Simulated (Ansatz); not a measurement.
A run of Ansatz (development build ahead of 0.2.0) on doublet C6H5 at this shape:

```yaml
atoms:
  - { symbol: C, position_ang: [1.3623, 0.0121, 0.0339] }
  - { symbol: C, position_ang: [0.7390, 1.2517, -0.0288] }
  - { symbol: C, position_ang: [-0.6509, 1.2490, -0.0283] }
  - { symbol: C, position_ang: [-1.3186, -0.0144, -0.0478] }
  - { symbol: C, position_ang: [-0.6646, -1.2442, 0.0199] }
  - { symbol: C, position_ang: [0.7588, -1.2731, -0.0114] }
  - { symbol: H, position_ang: [1.3187, 2.1185, -0.0001] }
  - { symbol: H, position_ang: [-1.1559, 2.1569, -0.0428] }
  - { symbol: H, position_ang: [-2.4358, 0.0267, -0.0367] }
  - { symbol: H, position_ang: [-1.1827, -2.1724, -0.0478] }
  - { symbol: H, position_ang: [1.3234, -2.2108, -0.0255] }
```

Its results:

```yaml
Converged: yes
Reference_energy: -230.07363 hartree
Correlation_energy: -0.69888 hartree
Total_energy: -230.77250 hartree
Spin_squared_of_the_determinant: 1.465
```

Question: Which input gives this output? Name the method, the orbitals and the basis set, and write the input.

Answer: UHF-MP2 in cc-pVDZ.

```yaml
crystal:
  periodic: [false, false, false]
  atoms:
    - { symbol: C, position_ang: [1.36232, 0.01215, 0.03394] }
    - { symbol: C, position_ang: [0.73901, 1.2517, -0.02876] }
    - { symbol: C, position_ang: [-0.65091, 1.24905, -0.02831] }
    - { symbol: C, position_ang: [-1.31862, -0.01438, -0.04775] }
    - { symbol: C, position_ang: [-0.6646, -1.2442, 0.01989] }
    - { symbol: C, position_ang: [0.75878, -1.27313, -0.01143] }
    - { symbol: H, position_ang: [1.31867, 2.11846, -0.00013] }
    - { symbol: H, position_ang: [-1.15592, 2.15694, -0.04284] }
    - { symbol: H, position_ang: [-2.43579, 0.02668, -0.03672] }
    - { symbol: H, position_ang: [-1.18267, -2.17242, -0.04784] }
    - { symbol: H, position_ang: [1.32336, -2.21081, -0.02551] }
basis:
  gaussian: { orbitals: cc-pVDZ }
magnetization:
  spin_polarized: true
  initial_magnetization: 1
hamiltonian:
  xc: hf
correlation:
  method: mp2
  frozen_orbitals: { C: 1, H: 0 }
```

Caution: the unrestricted determinant is spin contaminated.
